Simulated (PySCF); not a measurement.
Compound: 1-chloro-2-methoxypropane, C₄H₉ClO.
Structure used (PBE0-D3(BJ)/def2-SVP), in Å, numbered top down from 1:
```
atom  x, y, z in Å
C1     1.0533   -0.2368    0.4656
O2    -0.1054    0.5020    0.2298
C3    -1.2006    0.1816    1.0527
C4    -1.8585   -1.1314    0.6653
C5    -2.1323    1.3770    0.9183
Cl6   -3.5080    1.2780    2.0478
H7     0.9345   -1.3101    0.2262
H8     1.3854   -0.1560    1.5194
H9     1.8432    0.1709   -0.1805
H10   -0.8702    0.1292    2.1112
H11   -2.1256   -1.1140   -0.4028
H12   -1.1906   -1.9864    0.8423
H13   -2.7721   -1.2877    1.2556
H14   -2.5349    1.4408   -0.1023
H15   -1.5794    2.2986    1.1397
```

Computed with PySCF at B3LYP/def2-SVPD, non-relativistic, on one gas-phase PBE0-D3(BJ)/def2-SVP geometry that isn't relaxed in the solvent. The solvent is an IEF-PCM continuum (Bondi radii, 1.10 Å for H, scaled by 1.2). The model holds no explicit solvent molecules, cavitation or dispersion.

Gas phase at B3LYP/def2-SVPD: HOMO -7.50 eV, LUMO 0.28 eV, dipole 1.96 D.

What does the continuum do to the energy, the frontier levels and the dipole at B3LYP/def2-SVPD in acetone and methanol?

```json
{"solvent": "acetone", "ε": "20.49", "E(solvent) − E(gas) (kcal/mol)": "-3.64", "polarisation term (kcal/mol)": "-4.10", "distortion of the solute (kcal/mol)": "0.46", "HOMO (eV)": "-7.37", "LUMO (eV)": "0.27", "dipole (D)": "2.47"}
{"solvent": "methanol", "ε": "32.61", "E(solvent) − E(gas) (kcal/mol)": "-3.75", "polarisation term (kcal/mol)": "-4.24", "distortion of the solute (kcal/mol)": "0.49", "HOMO (eV)": "-7.36", "LUMO (eV)": "0.27", "dipole (D)": "2.49"}
```

The polarisation term is half the interaction of the solute with the surface charges that it induces; the rest is the cost of distorting the solute's density. The sum is the electrostatic part of solvation alone. The atom shares or the degeneracy of the LUMO differ from the gas phase in acetone and methanol, so that column needn't follow one orbital. From acetone to methanol the lowering changes by a factor 1.03, Onsager's factor (ε − 1)/(2ε + 1) by 1.03 and ε itself by 1.6.

Which radius a makes the point-dipole formula ΔE = −[(ε − 1)/(2ε + 1)]·μ²/a³ give the value in methanol, with the gas-phase dipole?

μ = 0.770 au and |ΔE| = 0.00597 Eh give a = 1.92 Å; the farthest nucleus lies 3.10 Å from the centroid of the nuclei, so such a sphere wouldn't even hold the nuclei. The formula assumes a rigid point dipole at the centre of a sphere.

Give the dipole vector in the frame of the coordinates (D, pointing from negative to positive charge), gas and methanol.

Gas (1.63, -1.02, -0.35), solvent (2.08, -1.32, -0.36). Its length changes by +27 % and its direction by 2°.

How does the static polarisability (B3LYP/def2-SVPD, frozen core, with the continuum's full static response) change?

```json
{"medium": "gas", "isotropic (au)": "70.5", "principal values (au)": "61.5, 65.3, 84.8", "⟨r²⟩ of the electrons (bohr²)": "968.2"}
{"medium": "acetone", "isotropic (au)": "92.5", "principal values (au)": "85.1, 86.9, 105.5", "⟨r²⟩ of the electrons (bohr²)": "968.3"}
{"medium": "methanol", "isotropic (au)": "93.4", "principal values (au)": "86.2, 87.8, 106.2", "⟨r²⟩ of the electrons (bohr²)": "968.3"}
```

The isotropic value in methanol is 1.32 times the gas-phase one; no cavity-field correction is applied. ⟨r²⟩ is taken about the centre of nuclear charge.
